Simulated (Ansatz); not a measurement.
A nudged elastic band was laid between two geometries of FH3Si (5 atoms, charge 0, multiplicity 1).

Theory: UKS B3LYP-D4/def2-SVP in Ansatz 0.2.0.

```yaml
movable_images: 5
climbing_image: yes
spring: 5.0 eV/Å²
optimiser: quadratic models (default)
start_path: through a guess of the saddle point
force_threshold: 0.05 eV/Å
iteration_limit: 60
end_points: relaxed
```

Initial state:

```xyz
5
Properties=species:S:1:pos:R:3
Si -0.036 -0.017 0.011
F 1.372 0.663 -0.442
H -0.088 -1.402 -0.527
H -0.095 -0.038 1.497
H -1.154 0.794 -0.539
```

Final state:

```xyz
5
Properties=species:S:1:pos:R:3
Si -0.872 -0.192 0.370
F 1.107 -0.259 -0.683
H 1.069 -1.133 -1.012
H -0.171 0.410 1.588
H -1.133 1.174 -0.263
```

Q: Which bonds break or form, and what moves?

A: Bonds broken: Si1–H3. Bonds formed: F2–H3. FH3Si becomes FH + H2Si.

Q: Give the energies along the band, and the barrier.

A: The forces met the threshold. The highest image is number 4 of 0 to 6, 3.61 eV above the first end and 0.36 eV above the last; the last end lies 3.25 eV above the first. Neighbouring images differ by up to 1.6 eV, so the band resolves the path poorly. A vibrational analysis at the climbing image gives one clearly imaginary mode, 1199i cm⁻¹: a first-order saddle point. The orbitals stay closed-shell, which can raise the energy where a bond breaks towards radicals; this wasn't checked here.

| image | path coordinate (Å) | energy (eV) | Si1–H3 (Å) | F2–H3 (Å) |
| --- | --- | --- | --- | --- |
| 0 | 0.00 | 0.00 | 1.49 | 2.53 |
| 1 | 0.34 | 0.26 | 1.48 | 2.23 |
| 2 | 0.68 | 1.21 | 1.48 | 1.87 |
| 3 | 1.02 | 2.77 | 1.53 | 1.50 |
| 4 | 1.37 | 3.61 | 1.68 | 1.16 |
| 5 | 1.75 | 3.33 | 2.10 | 0.96 |
| 6 | 2.14 | 3.25 | 2.56 | 0.93 |

Q: What is the geometry of the highest image?

A: 
```xyz
5
Properties=species:S:1:pos:R:3
Si -0.505 -0.187 0.188
F 1.259 -0.062 -0.682
H 0.617 -1.021 -0.736
H -0.176 0.240 1.592
H -1.194 1.031 -0.362
```

Time of the run: 67 s on 1 thread of Intel(R) Xeon(R) Processor @ 2.70GHz, on a shared host, peak memory 0.12 GiB.
